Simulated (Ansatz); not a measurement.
Relaxation of BFH2 (4 atoms, charge 0, multiplicity 1), to a largest force component of 0.02 eV/Å in at most 40 steps.

All numbers below come from Ansatz, RKS PBE-D4/6-31G*.

```xyz
4
Properties=species:S:1:pos:R:3:forces:R:3
B 0.000 0.000 0.000 0.00 0.00 -0.36
F 0.000 0.000 1.320 0.00 0.00 0.39
H 1.030 0.000 -0.595 0.53 0.00 -0.01
H -1.030 0.000 -0.595 -0.53 0.00 -0.01
```

Q: Where does it end, and by what steps?

A: It converged. After 3 steps the energy has fallen by 0.021 eV; H3 moved furthest, 0.04 Å.

```json
{"step": "0", "energy less start (eV)": "0.0000", "largest force component (eV/Å)": "0.526", "accepted": "yes"}
{"step": "1", "energy less start (eV)": "-0.0192", "largest force component (eV/Å)": "0.255", "accepted": "yes"}
{"step": "2", "energy less start (eV)": "-0.0214", "largest force component (eV/Å)": "0.026", "accepted": "yes"}
{"step": "3", "energy less start (eV)": "-0.0215", "largest force component (eV/Å)": "0.003", "accepted": "yes"}
```

```xyz
4
Properties=species:S:1:pos:R:3
B 0.000 0.000 -0.019
F 0.000 0.000 1.312
H 1.068 0.000 -0.581
H -1.068 0.000 -0.581
```

Whether the end is a true minimum wasn't checked by a vibrational analysis.

The run took 0.74 s on 1 thread of AMD EPYC 9R45 96-Core Processor (Zen 5) (shared host), peak memory 0.11 GiB.
